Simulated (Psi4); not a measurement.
# [NO2]− (nitrite), step by step

Wanted: a structure relaxation (wB97X-D/3-21G), then vibrational wavenumbers, then the energy (MP2/cc-pVTZ) of [NO2]− (nitrite). 

Program for the calculation: Psi4 1.11.

## Step 1: The system as given

The species is [NO2]− (3 atoms), meant as a singlet with charge -1. As SMILES, `O=N[O-]`. Geometry: relaxed at GFN2-xTB. The run starts from this shape.

Bond lengths: O1–N2 1.272 Å, N2–O3 1.272 Å. Angles: O1–N2–O3 117.3°.

## Step 2: A structure relaxation at wB97X-D/3-21G (density fitting) (run 1)

job.inp

```
memory 1600 mb

molecule mol {
  -1 1
  O
  N 1 r2
  O 2 r3 1 a3

  r2 = 1.27185
  r3 = 1.271943
  a3 = 117.29272
  units angstrom
}

set {
  basis        3-21G
  geom_maxiter 60
}

optimize("wb97x-d")
```

Run with:

```console
$ psi4 -i job.inp -o job.out -n 1
```

job.out, cut to the lines that bear on the results:

```text
[...]
  Running in cs symmetry.
[...]
  Nuclear repulsion =   62.188354246023849
[...]
  Multiplicity = 1
[...]
  Nalpha       = 12
  Nbeta        = 12
[...]
    Number of basis functions: 27
[...]
   @DF-RKS iter   1:  -203.74612854492679   -5.49442e-01   2.81141e-02 DIIS/ADIIS
[...]
   @DF-RKS iter   9:  -203.87868621958791   -2.55795e-13   1.94716e-09 DIIS
[...]
    Orbital Energies [Eh]
    ---------------------
    Doubly Occupied:
       1Ap   -18.846872     2Ap   -18.846721     3Ap   -14.196552
       4Ap    -0.924267     5Ap    -0.760927     6Ap    -0.393364
       7Ap    -0.232004     1App   -0.226209     8Ap    -0.218032
       2App   -0.051942     9Ap    -0.038005    10Ap    -0.000365
[...]
  @DF-RKS Final Energy:  -203.87868621958791
   => Energetics <=
    Nuclear Repulsion Energy =             59.9592817037588901
    One-Electron Energy =                -406.6157942255607622
    Two-Electron Energy =                 159.7651799570410560
    DFT Exchange-Correlation Energy =     -16.9873112975094891
    Empirical Dispersion Energy =          -0.0000423573176125
    VV10 Nonlocal Energy =                  0.0000000000000000
    Total Energy =                       -203.8786862195879053
[...]
 Multipole Moments:
 ------------------------------------------------------------------------------------
     Multipole            Electronic (a.u.)      Nuclear  (a.u.)        Total (a.u.)
 ------------------------------------------------------------------------------------
 L = 1.  Multiply by 2.5417464519 to convert [e a0] to [Debye]
 Dipole X            :         -0.1080144            0.0029602           -0.1050542
 Dipole Y            :         -0.0685233            0.0018784           -0.0666449
 Dipole Z            :          0.0000000            0.0000000            0.0000000
 Magnitude           :                                                    0.1244104
[...]
  -Total Gradient:
     Atom            X                  Y                   Z
    ------   -----------------  -----------------  -----------------
       1        0.000001320760    -0.000003548087     0.000000000000
       2        0.000025476775     0.000021758711     0.000000000000
       3        0.000002416702     0.000000318257     0.000000000000
[...]
    Final optimized geometry and variables:
    Molecular point group: cs
    Full point group: Cs
    Geometry (in Angstrom), charge = -1, multiplicity = 1:
    O
    N             1          r2
    O             2          r3      1          a3
    a3        =  115.2057450418
    r2        =    1.3229433487
    r3        =    1.3229525253
    Psi4 run time: 0:00:08.43
[...]
```

Standard output:

```text
Optimizer: Optimization complete!
```

It took 9.9 s on 1 thread of Intel Xeon Platinum 8375C at 2.90GHz (Ice Lake), shared host; peak memory 0.27 GiB.

Step by step:

| step | energy from the first frame kept (eV) | largest force (eV/Å) |
| --- | --- | --- |
| 0 | 0.0000 | 3.2792 |
| 1 | -0.1334 | 0.6797 |
| 2 | -0.1411 | 0.2323 |
| 3 | -0.1421 | 0.0691 |
| 4 | -0.1423 | 0.0017 |

After the run. Bond lengths: O1–N2 1.323 Å, N2–O3 1.323 Å. Angles: O1–N2–O3 115.2°.

## Step 3: Vibrational wavenumbers at wB97X-D/3-21G (density fitting) (run 2)

job.inp

```
memory 1600 MB

molecule molecule1 {
  -1 1
  O      0.352678     1.040248     0.309311
  N      0.350515    -0.274509     0.162386
  O     -0.700666    -0.768949    -0.470663
}

set globals {
  reference                  rks
  t                          600.0
  rotational_symmetry_number 2
}

e_tot, wfn = frequency('wb97x-d/3-21G', return_wfn=True)
```

Run with:

```console
$ psi4 -n 1 job.inp job.out
```

job.out, cut to the lines that bear on the results:

```text
[...]
  Running in cs symmetry.
[...]
  Nuclear repulsion =   59.959296427809200
[...]
  Multiplicity = 1
[...]
  Nalpha       = 12
  Nbeta        = 12
[...]
    Number of basis functions: 27
[...]
   @DF-RKS iter   1:  -203.73730045443685   -7.50837e-01   2.91660e-02 DIIS/ADIIS
[...]
  Running in c1 symmetry.
[...]
   @DF-RKS iter  10:  -203.87868617579980   -6.62226e-12   7.43734e-09 DIIS
[...]
    Orbital Energies [Eh]
    ---------------------
    Doubly Occupied:
       1A    -18.846872     2A    -18.846720     3A    -14.196552
       4A     -0.924267     5A     -0.760927     6A     -0.393364
       7A     -0.232004     8A     -0.226209     9A     -0.218032
      10A     -0.051942    11A     -0.038005    12A     -0.000365
[...]
  @DF-RKS Final Energy:  -203.87868617579980
   => Energetics <=
    Nuclear Repulsion Energy =             59.9592884116112970
    One-Electron Energy =                -406.6158081768725765
    Two-Electron Energy =                 159.7651873584415512
    DFT Exchange-Correlation Energy =     -16.9873114117401300
    Empirical Dispersion Energy =          -0.0000423572399231
    VV10 Nonlocal Energy =                  0.0000000000000000
    Total Energy =                       -203.8786861757997997
[...]
  -Total Gradient:
     Atom            X                  Y                   Z
    ------   -----------------  -----------------  -----------------
       1       -0.000001739152    -0.000003812419    -0.000000000007
       2       -0.000023798078     0.000023323115     0.000000033436
       3       -0.000002616213     0.000000596202     0.000000002803
[...]
  ==> Harmonic Vibrational Analysis <==
[...]
  Freq [cm^-1]                 705.5684           1184.9958           1214.7316
[...]
  IR activ [km/mol]            10.6899             226.9778            15.2908
[...]
  Total E_0, Enthalpy at 0 [K]                                                         -203.87161198 [Eh]
[...]
  Total H, Enthalpy at  600.00 [K]                                                     -203.86263356 [Eh]
[...]
  Total G, Gibbs energy at  600.00 [K]                                                 -203.92409225 [Eh]
[...]
```

Wall time 22 s (1 thread of Intel Xeon Platinum 8375C at 2.90GHz (Ice Lake), shared host); peak memory 0.26 GiB.

## Step 4: A single-point energy at MP2/cc-pVTZ (density fitting, density fitting for correlation) (run 3)

calc.py

```python
import psi4

psi4.set_memory('1600 MB')
psi4.set_num_threads(1)
psi4.core.set_output_file('no2.out', False)

mol = psi4.geometry("""
-1 1
O      0.352678     1.040248     0.309311
N      0.350515    -0.274509     0.162386
O     -0.700666    -0.768949    -0.470663
""")

psi4.set_options(dict(basis='cc-pVTZ', freeze_core=True))

energy_value, wavefunction = psi4.energy('mp2', return_wfn=True)
print('E =', round(energy_value, 9))
for k, v in sorted(psi4.core.scalar_variables().items()):
    print(f'{k:45s} {v:18.10f}')
```

Run with:

```console
$ python calc.py
```

no2.out, cut to the lines that bear on the results:

```text
[...]
  Running in cs symmetry.
[...]
  Nuclear repulsion =   59.959296427809200
[...]
  Multiplicity = 1
[...]
  Nalpha       = 12
  Nbeta        = 12
[...]
    Number of basis functions: 90
[...]
   @DF-RHF iter   1:  -204.00811150636065   -1.16848e+00   8.55262e-03 DIIS/ADIIS
[...]
   @DF-RHF iter  12:  -204.12680547605186   -1.01181e-11   7.17142e-09 DIIS
[...]
    Orbital Energies [Eh]
    ---------------------
    Doubly Occupied:
       1Ap   -20.307742     2Ap   -20.307699     3Ap   -15.496008
       4Ap    -1.205960     5Ap    -1.030500     6Ap    -0.619904
       7Ap    -0.395303     8Ap    -0.391451     1App   -0.342194
       9Ap    -0.197798     2App   -0.168802    10Ap    -0.158341
[...]
  @DF-RHF Final Energy:  -204.12680547605186
   => Energetics <=
    Nuclear Repulsion Energy =             59.9592964278091998
    One-Electron Energy =                -406.9287974715970222
    Two-Electron Energy =                 142.8426955677359729
    Total Energy =                       -204.1268054760518567
[...]
 Multipole Moments:
 ------------------------------------------------------------------------------------
     Multipole            Electronic (a.u.)      Nuclear  (a.u.)        Total (a.u.)
 ------------------------------------------------------------------------------------
 L = 1.  Multiply by 2.5417464519 to convert [e a0] to [Debye]
 Dipole X            :          0.2621863           -0.0028525            0.2593338
 Dipole Y            :         -0.1873118            0.0020382           -0.1852736
 Dipole Z            :          0.0000000            0.0000000            0.0000000
 Magnitude           :                                                    0.3187167
[...]
```

The script printed:

```text
E = -204.827580105
CURRENT CORRELATION ENERGY                         -0.7007746288
CURRENT ENERGY                                   -204.8275801049
CURRENT REFERENCE ENERGY                         -204.1268054761
CUSTOM SCS-MP2 CORRELATION ENERGY                  -0.6782811191
CUSTOM SCS-MP2 TOTAL ENERGY                      -204.8050865952
DD SOLVATION ENERGY                                 0.0000000000
HF KINETIC ENERGY                                 203.5943089342
HF POTENTIAL ENERGY                              -407.7211144102
HF TOTAL ENERGY                                  -204.1268054761
HF VIRIAL RATIO                                     2.0026154785
MP2 CORRELATION ENERGY                             -0.7007746288
MP2 DOUBLES ENERGY                                 -0.7007746288
MP2 OPPOSITE-SPIN CORRELATION ENERGY               -0.5131033571
MP2 SAME-SPIN CORRELATION ENERGY                   -0.1876712717
MP2 SINGLES ENERGY                                 -0.0000000000
MP2 TOTAL ENERGY                                 -204.8275801049
NUCLEAR REPULSION ENERGY                           59.9592964278
ONE-ELECTRON ENERGY                              -406.9287974716
PCM POLARIZATION ENERGY                             0.0000000000
PE ENERGY                                           0.0000000000
SCF ITERATION ENERGY                             -204.1268054761
SCF ITERATIONS                                     12.0000000000
SCF TOTAL ENERGY                                 -204.1268054761
SCS-MP2 CORRELATION ENERGY                         -0.6782811191
SCS-MP2 TOTAL ENERGY                             -204.8050865952
TWO-ELECTRON ENERGY                               142.8426955677
```

It took 2.2 s on 1 thread of Intel Xeon Platinum 8375C at 2.90GHz (Ice Lake), shared host; peak memory 0.21 GiB.

## Step 5: Results

| quantity | value |
| --- | --- |
| run 1, wB97X-D/3-21G: total energy at the end | -203.87869 Eh |
| run 1, wB97X-D/3-21G: HOMO energy | -0.01 eV |
| run 1, wB97X-D/3-21G: LUMO energy | 8.88 eV |
| run 1, wB97X-D/3-21G: HOMO–LUMO gap (to an unbound level, set by the basis) | 8.89 eV |
| run 1, wB97X-D/3-21G: dispersion energy | -0.11 kJ/mol |
| run 2, wB97X-D/3-21G: lowest harmonic wavenumber | 706 cm⁻¹ |
| run 2, wB97X-D/3-21G: highest harmonic wavenumber | 1215 cm⁻¹ |
| run 2, wB97X-D/3-21G: zero-point energy | 18.6 kJ/mol |
| run 2, wB97X-D/3-21G: ideal-gas entropy at 600 K (symmetry number 2 as used) | 64.3 cal/(mol K) |
| run 3, MP2/cc-pVTZ: total energy | -204.82758 Eh |
| run 3, MP2/cc-pVTZ: HOMO energy (Hartree–Fock orbitals) | -4.31 eV |
| run 3, MP2/cc-pVTZ: LUMO energy (Hartree–Fock orbitals) | 9.84 eV |
| run 3, MP2/cc-pVTZ: HOMO–LUMO gap (to an unbound level, set by the basis) | 14.14 eV |
| run 3, MP2/cc-pVTZ: correlation energy (3 core orbitals frozen) | -700.8 mEh |

In words: The optimisation (run 1, wB97X-D/3-21G) took 5 steps and changed the energy by -0.142 eV. All 3 modes (run 2, wB97X-D/3-21G) are real, so the shape is a minimum at this level.
